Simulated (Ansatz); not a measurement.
```
atom    x (Å)    y (Å)    z (Å)
   S   0.0025   0.0070   0.0067
   O   1.4512   0.0009  -0.0021
   O  -0.7156   1.2416   0.0052
   O  -0.7111  -1.2458   0.0006
```

RHF on singlet SO3 was run in several spherical basis sets with Ansatz (development build ahead of 0.2.0).

Task: Rank the basis sets by the total energy that they give, lowest first, with the distance from the lowest.
A. 6-31G(d)
B. cc-pVDZ
C. def2-TZVP
D. STO-3G

Result: C (0.00 eV), B (4.72 eV), A (5.19 eV), D (215.17 eV).

Totals follow the description of the cores as much as that of the bonds, so this order isn't one of quality for chemistry.
